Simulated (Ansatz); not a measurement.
α-phase Ga, relaxed in Ansatz (plane waves) with several semilocal functionals. Each gives its own volume and its own bulk modulus:

| level | V0 (Å³/atom) | bulk modulus B0 (GPa) | ln V0 | ln B0 |
|---|---|---|---|---|
| LDA | 18.358 | 66.83 | 2.9101 | 4.2022 |
| r²SCAN-D4 | 18.851 | 67.32 | 2.9366 | 4.2095 |
| PBE-D4 | 18.995 | 61.65 | 2.9442 | 4.1215 |
| PBE | 20.295 | 48.45 | 3.0104 | 3.8805 |
| revPBE | 20.878 | 43.83 | 3.0387 | 3.7803 |
| RPBE | 21.113 | 42.13 | 3.0499 | 3.7408 |

**Question.** Fit a straight line to ln B0 against ln V0. What does it predict for PBEsol, whose volume is 19.061 Å³/atom?

**Answer.** With x = ln V0 and y = ln B0: means 2.98165 and 3.98913; Σ(Δx Δy) = -0.06212, Σ(Δx²) = 0.01729, so the slope is -3.59. At x = 2.9476 the line gives y = 3.98913 + (-3.59) × (2.9476 − 2.98165) = 4.1114, or 61.03 GPa. The run with PBEsol gives 60.56 GPa, -0.8 % from the line. The rows used scatter about it by up to 6.0 %, while the largest value lies 60 % above the smallest. For comparison, PBE's own equation of state has B′ = 5.5, the slope −d ln B/d ln V at a fixed functional; the two needn't agree, since functionals also differ at one volume.

Ansatz's density-functional and Hartree–Fock values are scalar-relativistic unless marked +SOC, with PAW data made under PBE.

Ansatz is a quantum-chemistry and plane-wave program.
